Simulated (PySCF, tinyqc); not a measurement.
Inside a calculation. Method: CCSD on RHF in the sto-6g basis, frozen core, for CH2, spin multiplicity 1. The lowest restricted solution is unstable here: a spin-polarised one lies 0.0213 hartree lower (PySCF). One step of it, computed by the program tinyqc.

Task: Orthogonalisation. S = U s U^T; symmetric (Loewdin) form X = U s^(-1/2) U^T, so that X^T S X = 1.

overlap S:
```
           1C 1s     1C 2s    1C 2px     1C 2py    1C 2pz     2H 1s      3H 1s
1C 1s   1.000000  0.243228  0.000000   0.000000  0.000000  0.037887   0.035842
1C 2s   0.243228  1.000000  0.000000   0.000000  0.000000  0.366734   0.355018
1C 2px  0.000000  0.000000  1.000000   0.000000  0.000000  0.000000   0.000000
1C 2py  0.000000  0.000000  0.000000   1.000000  0.000000  0.303705  -0.296083
1C 2pz  0.000000  0.000000  0.000000   0.000000  1.000000  0.228713   0.223163
2H 1s   0.037887  0.366734  0.000000   0.303705  0.228713  1.000000   0.096677
3H 1s   0.035842  0.355018  0.000000  -0.296083  0.223163  0.096677   1.000000
```

Give: eigenvalues of S; X.

Result:

eigenvalues of S: 0.4182  0.5253  0.8666  1.0000  1.1113  1.3784  1.7002

X:
```
          1C 1s    1C 2s  1C 2px   1C 2py   1C 2pz    2H 1s    3H 1s
1C 1s    1.0249  -0.1401  0.0000  -0.0003  -0.0084   0.0200   0.0195
1C 2s   -0.1401   1.1505  0.0000   0.0038   0.0778  -0.2262  -0.2159
1C 2px   0.0000   0.0000  1.0000   0.0000   0.0000   0.0000   0.0000
1C 2py  -0.0003   0.0038  0.0000   1.0862   0.0021  -0.1892   0.1823
1C 2pz  -0.0084   0.0778  0.0000   0.0021   1.0475  -0.1382  -0.1329
2H 1s    0.0200  -0.2262  0.0000  -0.1892  -0.1382   1.1339  -0.0168
3H 1s    0.0195  -0.2159  0.0000   0.1823  -0.1329  -0.0168   1.1246
```
